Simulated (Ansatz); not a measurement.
Results of PBE+SOC in Ansatz (PAW) for 1T (CdI2-type) HfS2.

Settings: plane-wave cutoff 520 eV, 12×12×6 k mesh (along the axes of the cell as run), Fermi–Dirac smearing 0.01 eV, PAW data made under PBE.

Cell (relaxed at this level):

HfS$_{2}$ has the trigonal space group P-3m1 (No. 164), the CdI2 type structure, Pearson symbol hP3. Lattice parameters: a = b = 3.6490 Å, c = 6.8219 Å, α = β = 90.00°, γ = 120.00°. Hf on 1a is coordinated by 6 S at 2.556 Å (octahedral). S on 2d is coordinated by 3 Hf at 2.556 Å (trigonal pyramidal). (Neighbours: up to the widest gap in distance over summed covalent radii, below 1.35, at either atom; cation-cation and far metal-metal contacts left out.)

### Question
Give the computed bulk modulus B0, band gap and smallest direct gap on the k points sampled.

### Answer

* **bulk modulus B0**: 2.23 GPa
* **band gap**: 1.18 eV (indirect)
* **smallest direct gap on the k points sampled**: 1.97 eV

Measured, for comparison: band gap 1.8 eV (temperature not stated, not corrected to a static lattice, fundamental, indirect, our sources range from 1.80 to 1.96; as tabulated in Rybak et al. (2022), arXiv:2210.12074). Computed (rounded) less measured: band gap -0.62 eV (-0.62 eV to -0.78 eV over the range).

Note: for a layered or molecular solid the relaxed cell lies over 5 % above the published volume, where the minimum can be shallow; the cell comes from a level without a dispersion term, which matters for the spacing of layers, chains or molecules; the bulk modulus comes from volumes at which shape and atoms were relaxed.

Computed values are for the static lattice.

It cost about 40 core-minutes (a rough figure) of CPU time.

Ansatz is an electronic-structure program.
